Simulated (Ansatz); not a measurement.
# C₅H₆: one species, many methods

One table from this session's results is given with a row withheld; the runs are named, their logs left out.

Program: Ansatz 0.2.0, Gaussian basis. Level of theory: functionals in def2-TZVPP, the program's frozen cores in correlated methods. These are calculated values, not measurements.

The runs, in order: LDA (SPW92), PBE-D4, revPBE-D4, BLYP-D4, r2SCAN-D4, B97M-V, PBE0-D4, B3LYP-D4, r2SCANh-D4, r2SCAN0-D4, HSE06-D4, BHLYP-D4, CAM-B3LYP-D4, LC-ωPBE, ωB97X-V, ωB97M-V, B2PLYP, PBE-QIDH; CCSD(T)/def2-SVP; CCSD(T)/def2-TZVPP; MP2/def2-QZVPP; extrapolation to the limit; RPA on PBE.

## Structure used throughout

An earlier PBE0-D4 in a triple-zeta def2 set relaxation fixed the geometry.

SMILES `C#CC1CC1`, 11 atoms, charge 0, spin multiplicity 1.

Atoms are counted from 1 here; the program's logs count them from 0.

Bond lengths: C1–C2 1.202 Å, C1–H6 1.064 Å, C2–C3 1.431 Å, C3–C4 1.509 Å, C3–C5 1.509 Å, C3–H7 1.085 Å, C4–C5 1.489 Å, C4–H8 1.083 Å, C4–H9 1.082 Å, C5–H10 1.083 Å, C5–H11 1.082 Å. Angles: C2–C1–H6 179.9°, C1–C2–C3 179.8°, C2–C3–C4 119.7°, C2–C3–C5 119.7°, C2–C3–H7 114.7°, C4–C3–C5 59.2°, C4–C3–H7 116.2°, C5–C3–H7 116.2°, C3–C4–C5 60.4°, C3–C4–H8 117.0°, C3–C4–H9 116.7°, C5–C4–H8 118.6°, C5–C4–H9 118.1°, H8–C4–H9 115.1°, C3–C5–C4 60.4°, C3–C5–H10 117.0°, C3–C5–H11 116.7°, C4–C5–H10 118.6° and more.

Geometry (Å):

```
atom     x (Å)     y (Å)     z (Å)
  C1  -0.88007   2.33065   0.19242
  C2  -0.25447   1.30776   0.27330
  C3   0.48673   0.08772   0.36574
  C4  -0.24262  -1.23286   0.34978
  C5   0.57094  -0.82798  -0.83030
  H6  -1.43292   3.23685   0.12237
  H7   1.37026   0.13969   0.99271
  H8   0.13669  -2.01250   0.99792
  H9  -1.32028  -1.19254   0.26304
 H10   1.51644  -1.32584  -1.00343
 H11   0.04928  -0.51094  -1.72354
```

Set-up of the first run:

in.yaml

```yaml
crystal:
  periodic: [false, false, false]
  atoms:
    - {symbol: C, position_ang: [-0.880067, 2.330649, 0.192422]}
    - {symbol: C, position_ang: [-0.254472, 1.307763, 0.273296]}
    - {symbol: C, position_ang: [0.486731, 0.087717, 0.365745]}
    - {symbol: C, position_ang: [-0.242616, -1.232858, 0.349777]}
    - {symbol: C, position_ang: [0.570938, -0.827979, -0.830303]}
    - {symbol: H, position_ang: [-1.432924, 3.236849, 0.122372]}
    - {symbol: H, position_ang: [1.370264, 0.139691, 0.992707]}
    - {symbol: H, position_ang: [0.136694, -2.012499, 0.997923]}
    - {symbol: H, position_ang: [-1.320279, -1.192543, 0.263036]}
    - {symbol: H, position_ang: [1.516437, -1.325844, -1.003425]}
    - {symbol: H, position_ang: [0.049283, -0.510944, -1.723538]}
basis:
  gaussian: {orbitals: def2-TZVPP}
hamiltonian: {xc: lda}
output: {orbitals: {seedname: orbitals}}
```

On the command line:

```bash
$ ansatz run in.yaml --threads 4 --pin off --events-out ev --progress --plain --max-ram 10444MiB
```

Steps of the session up to this table: LDA; PBE-D4 (GGA); revPBE-D4 (GGA); BLYP-D4 (GGA); r2SCAN-D4 (meta-GGA); B97M-V (meta-GGA); PBE0-D4 (hybrid); B3LYP-D4 (hybrid); r2SCANh-D4 (hybrid); r2SCAN0-D4 (hybrid); HSE06-D4 (hybrid); BHLYP-D4 (hybrid); CAM-B3LYP-D4 (range-separated); LC-ωPBE (range-separated); ωB97X-V (range-separated); ωB97M-V (range-separated); B2PLYP (double hybrid); PBE-QIDH (double hybrid).

One table of the session follows, with a row left open; its other results are not shown here.

It belongs to the step «Frontier levels by functional». 

```
  functional  HOMO (eV)  LUMO (eV)  gap (eV)
 LDA (SPW92)      -6.21      -0.28      5.93
      PBE-D4      -6.03      -0.07      5.96
   revPBE-D4      -5.97       0.02      5.98
     BLYP-D4      -5.88       0.02      5.90
   r2SCAN-D4      -6.22       0.32      6.53
      B97M-V      -6.24       0.23      6.47
     PBE0-D4      -7.20       0.90      8.09
    B3LYP-D4          ?          ?         ?
  r2SCANh-D4      -6.66       0.66      7.32
  r2SCAN0-D4      -7.32       1.16      8.48
    HSE06-D4      -6.79       0.52      7.31
    BHLYP-D4      -8.22       1.79     10.00
CAM-B3LYP-D4      -8.52       1.89     10.41
     LC-ωPBE      -9.91       3.15     13.06
     ωB97X-V      -9.51       3.00     12.51
     ωB97M-V      -9.40       2.70     12.09
```

Estimate the missing values for B3LYP-D4.

Worked estimate for «HOMO (eV)». Against the share of exact exchange, BLYP-D4 (0, -5.88), BHLYP-D4 (0.5, -8.22) give a slope of -4.68 per unit share; at 0.2 the line stands at -6.82.

**Answer.** HOMO (eV): -6.97; LUMO (eV): 0.62; gap (eV): 7.59. In «HOMO (eV)» the line misses by +0.15.
